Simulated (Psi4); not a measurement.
# BPH3F (SMILES FBP): HSE06/def2-SVPD

Aim: the vertical electron affinity of BPH3F at HSE06/def2-SVPD, from 2 runs. 

The results are computed with Psi4 1.11.

3 further runs of the same task are left out: 1 that didn't finish, 2 set aside as unsound or not needed.

## Step 1: The structure to begin with

The species is BPH3F (6 atoms), meant as a singlet with charge 0. SMILES: `FBP`. The shape is that of a GFN2-xTB optimisation. This is one conformer, not always the lowest.

Bond lengths: F1–B2 1.315 Å, B2–P3 1.888 Å, B2–H4 1.174 Å, P3–H5 1.380 Å, P3–H6 1.381 Å. Angles: F1–B2–P3 119.3°, F1–B2–H4 116.7°, P3–B2–H4 123.7°, B2–P3–H5 98.2°, B2–P3–H6 98.4°, H5–P3–H6 95.7°.

## Step 2: Energy and forces at HSE06/def2-SVPD

Input file run.py:

```python
import numpy as np
from ase.calculators.psi4 import Psi4
from ase import Atoms

mol = Atoms(['F', 'B', 'P', 'H', 'H', 'H'], positions=[
    [-1.238930, -1.193530, 0.673800],
    [-0.166900, -0.827020, 0.005390],
    [0.654190, 0.824070, 0.409390],
    [0.286690, -1.614800, -0.737810],
    [0.951110, 1.217450, -0.879180],
    [-0.486160, 1.593830, 0.528400],
])
calc = Psi4(atoms=mol, method='hse06', basis='def2-SVPD', memory='1600MB', num_threads=1, charge=0, multiplicity=1, label='calc')
calc.psi4.set_options({'puream': True, 'e_convergence': 1e-09, 'd_convergence': 1e-08, 'scf_type': 'pk', 'dft_radial_points': 99, 'dft_spherical_points': 590})
mol.calc = calc

forces = mol.get_forces()
print(f'energy: {mol.get_potential_energy():.6f} eV')
print('forces / eV A^-1')
print(np.round(forces, 5))
```

On the command line:

```console
$ python run.py
```

calc.dat:

```text
[...]
  Running in c1 symmetry.
[...]
  Nuclear repulsion =   89.428122497960914
[...]
  Multiplicity = 1
[...]
  Nalpha       = 16
  Nbeta        = 16
[...]
    Number of basis functions: 91
[...]
   @RKS iter   1:  -467.37327596891487   -3.04558e-01   4.40340e-03 ADIIS/DIIS
[...]
   @RKS iter  11:  -467.45543193834021   -3.69482e-12   6.33946e-09 DIIS
[...]
    Orbital Energies [Eh]
    ---------------------
    Doubly Occupied:
       1A    -77.188496     2A    -24.785089     3A     -6.848131
       4A     -6.594609     5A     -4.734441     6A     -4.733050
       7A     -4.730379     8A     -1.226481     9A     -0.666743
      10A     -0.565460    11A     -0.492229    12A     -0.476153
      13A     -0.436400    14A     -0.393878    15A     -0.331407
      16A     -0.269230
[...]
  @RKS Final Energy:  -467.45543193834021
   => Energetics <=
    Nuclear Repulsion Energy =             89.4281224979609135
    One-Electron Energy =                -823.5352719898636451
    Two-Electron Energy =                 296.3845666519353585
    DFT Exchange-Correlation Energy =     -29.7328490983728351
    Empirical Dispersion Energy =           0.0000000000000000
    VV10 Nonlocal Energy =                  0.0000000000000000
    Total Energy =                       -467.4554319383402117
[...]
 Multipole Moments:
 ------------------------------------------------------------------------------------
     Multipole            Electronic (a.u.)      Nuclear  (a.u.)        Total (a.u.)
 ------------------------------------------------------------------------------------
 L = 1.  Multiply by 2.5417464519 to convert [e a0] to [Debye]
 Dipole X            :         -1.3278357            1.4303349            0.1024991
 Dipole Y            :         -2.0560673            2.2777050            0.2216376
 Dipole Z            :          1.7108917           -2.0361758           -0.3252841
 Magnitude           :                                                    0.4067420
[...]
  -Total Gradient:
     Atom            X                  Y                   Z
    ------   -----------------  -----------------  -----------------
       1        0.012219059558     0.003376043995    -0.007950449405
       2       -0.000593021304    -0.005419774605    -0.001881615709
       3       -0.013634879678     0.006784655093    -0.016097718750
       4       -0.007775960218     0.009866108003     0.011331498772
       5       -0.006621473933    -0.004008204391     0.018840023648
       6        0.016412840957    -0.010579464360    -0.004244305582
[...]
```

On the terminal:

```text
energy: -12720.110208 eV
forces / eV A^-1
[[-0.62833 -0.1736   0.40883]
 [ 0.03049  0.2787   0.09676]
 [ 0.70113 -0.34888  0.82778]
 [ 0.39986 -0.50734 -0.58269]
 [ 0.34049  0.20611 -0.96879]
 [-0.84398  0.54402  0.21825]]
```

It took 87 s on 1 thread of Intel Xeon Platinum 8259CL at 2.50GHz (Skylake/Cascade Lake), shared host; peak memory 0.84 GiB.

## Step 3: The doublet anion, same level

Input file input.json:

```json
{
 "schema_name": "qcschema_input",
 "schema_version": 1,
 "molecule": {
  "schema_name": "qcschema_molecule",
  "schema_version": 2,
  "symbols": ["F", "B", "P", "H", "H", "H"],
  "geometry": [-2.34123839, -2.25544482, 1.27329746, -0.31539529, -1.5628413, 0.01018562, 1.23623993, 1.55726661, 0.77363498, 0.54176558, -3.05152975, -1.39425883, 1.79733741, 2.30064707, -1.66140941, -0.91870925, 3.01190219, 0.99853128],
  "molecular_charge": -1,
  "molecular_multiplicity": 2,
  "fix_symmetry": "c1",
  "fix_com": true,
  "fix_orientation": true
 },
 "driver": "gradient",
 "model": {
  "method": "hse06",
  "basis": "def2-SVPD"
 },
 "keywords": {
  "reference": "uks",
  "puream": true,
  "e_convergence": 1e-09,
  "d_convergence": 1e-08,
  "scf_type": "pk",
  "dft_radial_points": 99,
  "dft_spherical_points": 590,
  "maxiter": 200
 }
}
```

On the command line:

```console
$ psi4 --qcschema input.json -n 1 --memory 1600MB
```

stdout, shortened:

```text
[...]
  Running in c1 symmetry.
[...]
  Nuclear repulsion =   89.428122536243592
[...]
  Multiplicity = 2
[...]
  Nalpha       = 17
  Nbeta        = 16
[...]
    Number of basis functions: 91
[...]
   @UKS iter   1:  -467.20012949720791   -1.31411e-01   6.46707e-03 ADIIS/DIIS
[...]
   @UKS iter  15:  -467.42774661789906   -5.11591e-12   6.27712e-09 DIIS
[...]
   @S^2 Observed:                7.550501424E-01
[...]
  @UKS Final Energy:  -467.42774661789906
   => Energetics <=
    Nuclear Repulsion Energy =             89.4281225362435919
    One-Electron Energy =                -830.9583698470587478
    Two-Electron Energy =                 304.0490095999866753
    DFT Exchange-Correlation Energy =     -29.9465089070705730
    Empirical Dispersion Energy =           0.0000000000000000
    VV10 Nonlocal Energy =                  0.0000000000000000
    Total Energy =                       -467.4277466178990608
[...]
 Multipole Moments:
 ------------------------------------------------------------------------------------
     Multipole            Electronic (a.u.)      Nuclear  (a.u.)        Total (a.u.)
 ------------------------------------------------------------------------------------
 L = 1.  Multiply by 2.5417464519 to convert [e a0] to [Debye]
 Dipole X            :          2.4360601           -2.6841293           -0.2480691
 Dipole Y            :          3.1058364           -2.4931912            0.6126452
 Dipole Z            :        -21.5374016           21.0579930           -0.4794086
 Magnitude           :                                                    0.8165201
[...]
  -Total Gradient:
     Atom            X                  Y                   Z
    ------   -----------------  -----------------  -----------------
       1        0.062725040729     0.018831637648    -0.044193699521
       2       -0.042776428278    -0.011838557657     0.031585791581
       3       -0.024760125921     0.011026723127    -0.027554391779
       4       -0.012275302364     0.013181000403     0.016562590632
       5       -0.006632218528    -0.010527828770     0.024054898134
       6        0.023725261671    -0.020653875197    -0.000456453928
[...]
```

The result, in JSON:

```text
{
 "driver": "gradient",
 "model": {
  "method": "hse06",
  "basis": "def2-SVPD"
 },
 "success": true,
 "return_result": [0.06272504072946317, 0.018831637648489857, -0.04419369952058849, -0.042776428277639514, -0.011838557656830064, 0.031585791581413475, -0.02476012592140711, 0.011026723127446354, -0.02755439177853508, -0.012275302363916815, 0.013181000403189563, 0.016562590631833407, -0.006632218527821754, -0.010527828770054919, 0.024054898134037772, 0.02372526167106004, -0.020653875196745136, -0.00045645392784048056],
 "properties": {
  "calcinfo_nbasis": 91,
  "calcinfo_nmo": 91,
  "calcinfo_nalpha": 17,
  "calcinfo_nbeta": 16,
  "calcinfo_natom": 6,
  "nuclear_repulsion_energy": 89.42812253624359,
  "return_energy": -467.42774661789906,
  "return_gradient": [0.06272504072946317, 0.018831637648489857, -0.04419369952058849, -0.042776428277639514, -0.011838557656830064, 0.031585791581413475, -0.02476012592140711, 0.011026723127446354, -0.02755439177853508, -0.012275302363916815, 0.013181000403189563, 0.016562590631833407, -0.006632218527821754, -0.010527828770054919, 0.024054898134037772, 0.02372526167106004, -0.020653875196745136, -0.00045645392784048056],
  "scf_one_electron_energy": -830.9583698470587,
  "scf_two_electron_energy": 304.0490095999867,
  "scf_xc_energy": -29.946508907070573,
  "scf_dipole_moment": [-0.24806913941727604, 0.6126451916241802, -0.47940857184281427],
  "scf_total_energy": -467.42774661789906,
  "scf_total_gradient": [0.06272504072946317, 0.018831637648489857, -0.04419369952058849, -0.042776428277639514, -0.011838557656830064, 0.031585791581413475, -0.02476012592140711, 0.011026723127446354, -0.02755439177853508, -0.012275302363916815, 0.013181000403189563, 0.016562590631833407, -0.006632218527821754, -0.010527828770054919, 0.024054898134037772, 0.02372526167106004, -0.020653875196745136, -0.00045645392784048056],
  "scf_iterations": 15
 }
}
```

It took 1.9 min on 1 thread of Intel Xeon Platinum 8259CL at 2.50GHz (Skylake/Cascade Lake), shared host; peak memory 0.82 GiB.

## Step 4: Summary of results

At HSE06/def2-SVPD:

| quantity | value |
| --- | --- |
| singlet BPH3F: total energy | -467.45543 Eh |
| singlet BPH3F: dipole moment | 1.03 D |
| singlet BPH3F: HOMO energy | -7.33 eV |
| singlet BPH3F: LUMO energy | -1.58 eV |
| singlet BPH3F: HOMO–LUMO gap | 5.75 eV |
| singlet BPH3F: largest force on an atom | 1.140 eV/Å |
| doublet anion: total energy | -467.42775 Eh |
| doublet anion: HOMO energy (highest over α and β) | 3.14 eV |
| doublet anion: LUMO energy (lowest over α and β) | 4.39 eV |
| doublet anion: ⟨S²⟩ | 0.755 |
| doublet anion: largest force on an atom | 4.063 eV/Å |
| vertical electron affinity (to the doublet anion) | -0.753 eV |

What this shows: The anion lies 0.75 eV (72.7 kJ/mol) above the neutral: the electron isn't bound at this level, and such a value depends on the basis. The largest force (singlet BPH3F) is 1.14 eV/Å: the shape isn't a stationary point for this species at this level. The HOMO (doublet anion) lies at positive energy, 3.14 eV; only total energies tell whether the electron is bound.
